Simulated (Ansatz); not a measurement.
Q: Name a neutral molecule of C, N, O and H with vertical ionisation energy (CCSD(T)/CBS(def2)) between 8.70 and 9.00 eV and HOMO–LUMO gap (ωB97M-V/def2-TZVPP) between 9.50 and 9.80 eV (Ansatz, PBE0-D4/def2-TZVP geometry).

A: `N=C=CO` (8.81 eV, 9.67 eV). Other molecules can fit too; these were computed, each in one conformer that needn't be the lowest.
